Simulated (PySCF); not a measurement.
**Chlorine: a sound run and one with changed settings**

Sound run: Cl [Ne] 3s2 3p5, Cl⁺ [Ne] 3s2 3p4. All numbers are calculated (PySCF 2.14, scalar relativity by spin-free X2C-1e, in cc-pVDZ-DK (4s3p1d, 18 functions)). In the sound run the correlated levels freeze [Ne]. The sound run starts from symmetry-adapted Hartree-Fock orbitals and uses a fine grid where one is needed.

Changed run: a valence shell is frozen. This setting is unsound on purpose.

```json
{"species": "Cl", "method": "MP2", "sound run (hartree)": "-460.98829", "changed run (hartree)": "-460.95055", "converged": "yes"}
{"species": "Cl", "method": "CCSD(T)", "sound run (hartree)": "-461.00619", "changed run (hartree)": "-460.96132", "converged": "yes"}
{"species": "Cl⁺", "method": "MP2", "sound run (hartree)": "-460.53234", "changed run (hartree)": "-460.48738", "converged": "yes"}
{"species": "Cl⁺", "method": "CCSD(T)", "sound run (hartree)": "-460.55245", "changed run (hartree)": "-460.49681", "converged": "yes"}
```

Ionisation energy of Cl:

| method | sound run (eV) | changed run (eV) |
| --- | --- | --- |
| UHF | 11.796 | 11.796 |
| MP2 | 12.407 | 12.603 |
| SCS-MP2 | 12.384 | 12.654 |
| CCSD | 12.345 | 12.634 |
| CCSD(T) | 12.347 | 12.640 |

Freezing a valence shell removes pair correlation that changes on ionisation.

For comparison, NIST gives 12.968 eV between the lowest levels.
